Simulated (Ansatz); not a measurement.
# HGe–CH$_{3}$⁺, quartet: the ladder up to UCCSDT(Q)

Geometry: that of the HGe–CH3, triplet, kept fixed. The doublet lies 4.0 eV lower here.

```xyz
6

Ge    0.0000   -0.0339    0.3367
C     0.0000    0.0760   -1.6330
H     0.0000    1.2646    1.1794
H     0.0000   -0.9316   -2.0470
H     0.8946    0.6023   -1.9682
H    -0.8946    0.6023   -1.9682
```

Basis cc-pVDZ; Ansatz 0.2.0. Correlated methods freeze the noble-gas cores and the filled d shells of p-block atoms, which leaves 11 electrons in 46 orbitals. R marks a restricted (for open shells ROHF) determinant, U an unrestricted one. No spin–orbit coupling is included, and no scalar relativity.

Full CI isn't at hand for all of this; UCCSDT(Q) serves as the reference, and is uncertain by about the last step of the cluster series. The frozen core follows each run's orbitals, which can shift R against U totals by a few meV for light atoms and by up to 0.1 eV past Ca.

* UHF ⟨S²⟩: 3.776
* T1 diagnostic (RCCSD): 0.0341
* largest doubles amplitude (RCCSD): 0.076
* T1 diagnostic (UCCSD): 0.0212

```json
{"level": "UHF", "E − E(UCCSDT(Q)) (mEh)": "225.98", "share of correlation (%)": "3.33", "wall time": "–"}
{"level": "UMP2", "E − E(UCCSDT(Q)) (mEh)": "43.51", "share of correlation (%)": "81.38", "wall time": "–"}
{"level": "UCCSD", "E − E(UCCSDT(Q)) (mEh)": "6.97", "share of correlation (%)": "97.02", "wall time": "–"}
{"level": "UCCSD(T)", "E − E(UCCSDT(Q)) (mEh)": "1.26", "share of correlation (%)": "99.46", "wall time": "10 s"}
{"level": "UCCSDT", "E − E(UCCSDT(Q)) (mEh)": "0.28", "share of correlation (%)": "99.88", "wall time": "–"}
```

The correlation energy at UCCSDT(Q), counted from RHF, is -6.361 eV. That run took 50 s on 1 thread of Arm Neoverse V1, shared host.

Run but not shown, since their state or frozen core can't be matched to the reference's or they repeat it: RHF, RMP2, RCCSD, RCCSD(T), BCCD(T), RCCSDT, RCCSDT(Q).

Times hold each run's SCF and search for its determinant on a shared host, so for small cases they say little of a method's own cost; they ran on 1 thread of Arm Neoverse V1.
